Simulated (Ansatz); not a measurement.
The inner images of a band of BH4N + H2S (9 atoms, charge 0, multiplicity 1) are given out of order.

Method: RKS B3LYP-D4/6-31G* (Ansatz).

Initial state:

```xyz
9
Properties=species:S:1:pos:R:3
B 0.134 -0.606 0.230
N 0.120 -0.309 1.594
H -0.730 -0.207 2.134
H 0.959 -0.258 2.158
H 1.185 -0.756 -0.319
H -0.908 -0.686 -0.352
S -0.877 3.287 1.410
H -1.607 3.124 0.285
H -0.276 2.084 1.271
```

Final state:

```xyz
9
Properties=species:S:1:pos:R:3
B -0.116 0.464 0.199
N 0.004 0.138 1.857
H -0.698 -0.532 2.172
H 0.923 -0.232 2.099
H 0.923 0.078 -0.267
H -1.098 -0.125 -0.168
S -0.236 2.364 0.019
H -1.576 2.506 0.131
H -0.126 1.013 2.370
```

Put them in order from the first end to the last, with their energies above the first end.
A.
```xyz
9
Properties=species:S:1:pos:R:3
B -0.084 0.402 0.172
N -0.015 0.164 1.832
H -0.808 -0.351 2.216
H 0.847 -0.274 2.160
H 0.983 0.064 -0.268
H -1.034 -0.213 -0.234
S -0.262 2.323 0.046
H -1.584 2.427 0.317
H -0.042 1.131 2.169
```
B.
```xyz
9
Properties=species:S:1:pos:R:3
B 0.088 -0.480 0.260
N 0.108 -0.355 1.650
H -0.728 -0.336 2.220
H 0.961 -0.353 2.195
H 1.125 -0.536 -0.331
H -0.969 -0.507 -0.299
S -0.778 3.300 1.178
H -1.582 2.862 0.187
H -0.225 2.079 1.351
```
C.
```xyz
9
Properties=species:S:1:pos:R:3
B -0.064 0.274 0.206
N -0.022 0.162 1.825
H -0.812 -0.322 2.258
H 0.843 -0.212 2.224
H 1.001 -0.011 -0.264
H -1.046 -0.240 -0.246
S -0.236 2.335 0.205
H -1.577 2.429 0.366
H -0.086 1.258 1.838
```
D.
```xyz
9
Properties=species:S:1:pos:R:3
B -0.015 -0.129 0.354
N 0.000 -0.163 1.772
H -0.825 -0.352 2.323
H 0.858 -0.225 2.300
H 1.020 -0.078 -0.234
H -1.058 -0.263 -0.214
S -0.257 2.625 0.352
H -1.593 2.450 0.316
H -0.130 1.809 1.441
```
E.
```xyz
9
Properties=species:S:1:pos:R:3
B -0.044 0.116 0.290
N -0.018 0.085 1.823
H -0.814 -0.343 2.286
H 0.845 -0.233 2.255
H 1.009 -0.042 -0.251
H -1.053 -0.253 -0.234
S -0.229 2.375 0.301
H -1.578 2.432 0.344
H -0.118 1.538 1.595
```
F.
```xyz
9
Properties=species:S:1:pos:R:3
B 0.010 -0.270 0.347
N 0.030 -0.330 1.745
H -0.801 -0.449 2.310
H 0.882 -0.315 2.289
H 1.041 -0.157 -0.244
H -1.045 -0.323 -0.215
S -0.390 3.002 0.511
H -1.625 2.508 0.288
H -0.101 2.008 1.379
```
G.
```xyz
9
Properties=species:S:1:pos:R:3
B 0.043 -0.373 0.307
N 0.071 -0.386 1.702
H -0.760 -0.460 2.275
H 0.927 -0.393 2.241
H 1.075 -0.319 -0.293
H -1.018 -0.397 -0.247
S -0.594 3.262 0.852
H -1.607 2.643 0.211
H -0.136 2.099 1.364
```

B (0.00 eV), G (+0.02 eV), F (+0.07 eV), D (+0.36 eV), E (+0.98 eV), C (+0.21 eV), A (-0.27 eV).

The run took 5.7 min on 1 thread of Arm Neoverse V1 (shared host), peak memory 0.12 GiB.
